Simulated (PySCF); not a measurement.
Oxazole, C₃H₃NO, SMILES c1cocn1, point group Cs.

Force field and properties: B3LYP/pcSseg-1 (PySCF, grid level 2). Vibrational terms come from second-order perturbation theory with semi-diagonal cubic constants, by steps of ±0.6 along the normal coordinates of each isotopologue. The parent has the commonest isotopes.

Equilibrium geometry in the parent's principal axes a, b, c (Å):

```json
{"atom": "C1", "a": "0.58", "b": "-1.01", "c": "0.00"}
{"atom": "C2", "a": "-0.76", "b": "-0.86", "c": "0.00"}
{"atom": "O3", "a": "-1.03", "b": "0.48", "c": "0.00"}
{"atom": "C4", "a": "0.19", "b": "1.07", "c": "0.00"}
{"atom": "N5", "a": "1.18", "b": "0.24", "c": "0.00"}
{"atom": "H6", "a": "1.17", "b": "-1.92", "c": "0.00"}
{"atom": "H7", "a": "-1.61", "b": "-1.53", "c": "0.00"}
{"atom": "H8", "a": "0.21", "b": "2.15", "c": "0.00"}
```

Ground-state constants (MHz). Parent: 9993.8, 9630.8, 4901.4. A species with one ¹³C: 9895.2, 9484.1, 4839.6.

Which position carries the label?

Moments I = 505379/B are 50.5692, 52.4751, 103.1098 and 51.0730, 53.2870, 104.4261 u Å². With M = 69.0215 u and Δm = 1.0034 u, μ = MΔm/(M + Δm) = 0.9890 u. Kraitchman's equations give |a|, |b|, |c| = 0.777, 0.853, 0.017i Å. That is C2, whose equilibrium values are 0.761, 0.863, 0.000 Å. An imaginary value marks an atom near a principal plane, where vibrational terms outweigh the coordinate.
